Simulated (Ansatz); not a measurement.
# H$_{2}$O, singlet: reading a ladder of total energies

Geometry: a PBE0/def2-TZVP stationary point for this spin, not checked as a minimum.

```xyz
3

O     0.0000   -0.0653    0.0000
H     0.0000    0.5184   -0.7615
H     0.0000    0.5184    0.7615
```

Basis cc-pVDZ; Ansatz 0.2.0. Correlated methods freeze the noble-gas cores, which leaves 8 electrons in 23 orbitals. R marks a restricted (for open shells ROHF) determinant.

Full CI is exact within this basis and frozen core; it isn't the basis-set limit.

Runs differ by some tens of microhartree through their thresholds, so steps under 0.03 kcal/mol mean nothing.

| level | total energy (hartree) |
| --- | --- |
| RHF | -76.026660 |
| RMP2 | -76.228392 |
| RCCSD | -76.237967 |
| RCCSD(T) | -76.241006 |
| RCCSDT | -76.241169 |
| RCCSDT(Q) | -76.241656 |
| RCCSDTQ | -76.241626 |
| full CI | -76.241644 |

Task: What is the correlation energy at full CI, and what share of it do RMP2 and RCCSD recover?

Result: E(corr) = -76.241644 − (-76.026660) = -0.214984 hartree = -5.850 eV. RMP2: -0.201732 / -0.214984 = 93.84 %. RCCSD: -0.211307 / -0.214984 = 98.29 %.

Task: By how many kcal/mol does RCCSD(T) miss full CI (1 hartree = 627.509 kcal/mol), and which steps make up the rest?

Result: -76.241006 − (-76.241644) = 0.000638 hartree = 0.40 kcal/mol. Steps: RCCSDT − RCCSD(T) = -0.10, RCCSDT(Q) − RCCSDT = -0.31, RCCSDTQ − RCCSDT(Q) = 0.02, full CI − RCCSDTQ = -0.01 kcal/mol. That is within 1 kcal/mol of the reference in this basis, which itself misses far more of the correlation at the basis-set limit.
